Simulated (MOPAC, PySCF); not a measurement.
CS, SMILES `[S+]#[C-]`, neutral singlet in the gas phase. 

Cartesian coordinates (Å):
```xyz
2

C      0.7646     0.0000     0.0000
S     -0.7646     0.0000     0.0000
```
Charge 0, multiplicity 1.

All levels are single points at this geometry (PBE0-D4/def2-TZVP); Pople sets use spherical d functions. Orbital energies aren't observables, and empty levels follow the basis.

B3LYP/6-31G* in PySCF gives gap (eV) = 6.20.

### Question
Estimate the gap (eV) from each of these levels: B3LYP-D3(BJ)/def2-TZVP in PySCF; PBE-D3(BJ)/def2-TZVP in PySCF; PBE0-D4/def2-TZVP in PySCF; B3LYP/6-311+G** in PySCF; M06-2X/6-31G* in PySCF; HF/3-21G in PySCF; PM6 in MOPAC; PM7 in MOPAC.

### Answer

```json
[
 {"level": "B3LYP-D3(BJ)/def2-TZVP in PySCF", "gap (eV)": "6.08"},
 {"level": "PBE-D3(BJ)/def2-TZVP in PySCF", "gap (eV)": "3.98"},
 {"level": "PBE0-D4/def2-TZVP in PySCF", "gap (eV)": "6.56"},
 {"level": "B3LYP/6-311+G** in PySCF", "gap (eV)": "6.18"},
 {"level": "M06-2X/6-31G* in PySCF", "gap (eV)": "9.09"},
 {"level": "HF/3-21G in PySCF", "gap (eV)": "14.58"},
 {"level": "PM6 in MOPAC", "gap (eV)": "10.31"},
 {"level": "PM7 in MOPAC", "gap (eV)": "9.70"}
]
```
